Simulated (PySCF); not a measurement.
A species of formula C8H10 has this rotational fingerprint, computed with wB97X-D/def2-SVPD in PySCF (dipole) on a GFN2-xTB geometry, gas phase:

| Quantity | Value |
| --- | --- |
| Rotational constants | A = 19759, B = 579.4, C = 562.9 MHz |
| Dipole components | \|μa\| = 0.00 D, \|μb\| = 0.00 D, \|μc\| = 0.00 D |
| Inertial defect | 0.00 u·Å² |
| κ | -1.00 |

Question: Which structure is it? (One computed conformer of each.)
A. `[CH2:1]=[CH:2]/[CH:3]=[CH:4]/[CH:5]=[CH:6]/[CH:7]=[CH2:8]` with C1–C2–C3–C4 180°, C3–C4–C5–C6 180°, C5–C6–C7–C8 180°
B. `[CH3:1][CH2:2][c:3]1[cH:4][cH:5][cH:6][cH:7][cH:8]1` with C1–C2–C3–C4 -89°
C. `C=CC#CC=C(C)C`

Answer: A. It is C=C/C=C/C=C/C=C, a near-prolate asymmetric top, point group C2h. The candidates at the same level (rigid rotor, commonest isotopes):

```csv
SMILES,A (MHz),B (MHz),C (MHz),μa (D),μb (D),μc (D),Δ (u·Å²),point group,rotor
CCc1ccccc1,4565,1500,1243,0.41,0.00,0.00,-41.17,Cs,asymmetric top
C=C/C=C/C=C/C=C,19759,579.4,562.9,0.00,0.00,0.00,0.00,C2h,near-prolate asymmetric top
C=CC#CC=C(C)C,6144,822.4,732.0,0.97,0.58,0.02,-6.36,near Cs,near-prolate asymmetric top
```

`C=CC#CC=C(C)C` has A 69 % too low; `CCc1ccccc1` has B 159 % too high. No structure here is proved a minimum.
